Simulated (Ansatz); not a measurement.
Born–Oppenheimer molecular dynamics of H₂MgS (4 atoms, charge 0, multiplicity 1). It starts from a relaxed structure.

Theory: RKS BLYP-D4/def2-SVP (Ansatz).

- ensemble: NVT, Nosé–Hoover chain
- time step: 1 fs
- steps asked: 166
- set temperature: 500 K
- thermostat: time constant 1 fs, chain length 1
- seed: 743277

First frame:

```xyz
4
Properties=species:S:1:pos:R:3
Mg -0.029 -0.788 0.283
S -0.578 1.012 -1.099
H 0.342 -2.115 1.269
H 0.321 1.830 -0.473
```

What does the run give?

All steps were run.

```json
{
  "steps done": "166",
  "time covered": "166 fs",
  "mean temperature over the second half": "500 K",
  "spread of the potential energy over the second half": "21.5 meV per atom",
  "mean potential energy of the second half above the start": "40.4 meV per atom"
}
```

The conserved energy stayed within 3.9 meV per atom of its start (net change 0.13 meV per atom), so the integration is sound. A run of 0.17 ps of so small a system gives no equilibrium averages.

What happens to the structure?

The same pairs are bonded in the first frame and the last. Pairs count as bonded within 1.25 times the sum of covalent radii (0.12 Å more for H–H). This is one draw of velocities; another would differ in detail.

How do temperature and energy run in time?


| time (fs) | T (K) | potential energy less start (eV) | conserved less start (meV/atom) |
| --- | --- | --- | --- |
| 0.0 | 500 | 0.000 | 0.00 |
| 5.0 | 585 | 0.097 | 0.84 |
| 10.0 | 492 | 0.067 | 0.45 |
| 15.0 | 423 | 0.196 | 0.83 |
| 20.0 | 473 | 0.253 | 0.97 |
| 25.0 | 553 | 0.205 | 0.66 |
| 30.0 | 735 | 0.404 | 2.21 |
| 35.0 | 502 | 0.229 | 0.87 |
| 40.0 | 566 | 0.376 | 3.75 |
| 45.0 | 405 | 0.155 | 0.25 |
| 50.0 | 635 | 0.134 | 0.73 |
| 55.0 | 776 | 0.108 | 1.02 |
| 60.0 | 579 | 0.051 | 0.37 |
| 65.0 | 451 | 0.054 | 0.42 |
| 70.0 | 488 | 0.084 | 1.11 |
| 75.0 | 466 | 0.102 | 0.78 |
| 80.0 | 515 | 0.089 | 0.18 |
| 85.0 | 1001 | 0.242 | 1.67 |
| 90.0 | 761 | 0.219 | 0.89 |
| 95.0 | 336 | 0.263 | 0.43 |
| 100.0 | 281 | 0.239 | 0.99 |
| 105.0 | 330 | 0.330 | 1.96 |
| 110.0 | 429 | 0.142 | 0.76 |
| 115.0 | 842 | 0.138 | 1.14 |
| 120.0 | 805 | 0.081 | 0.69 |
| 125.0 | 479 | 0.041 | 0.09 |
| 130.0 | 278 | 0.045 | 0.17 |
| 135.0 | 262 | 0.074 | 0.63 |
| 140.0 | 238 | 0.088 | 0.41 |
| 145.0 | 280 | 0.077 | -0.07 |
| 150.0 | 786 | 0.197 | 0.85 |
| 155.0 | 1127 | 0.155 | 0.27 |
| 160.0 | 1143 | 0.243 | 1.00 |
| 165.0 | 379 | 0.172 | 0.24 |

Time of the run: 72 s on 1 CPU thread of a shared host.
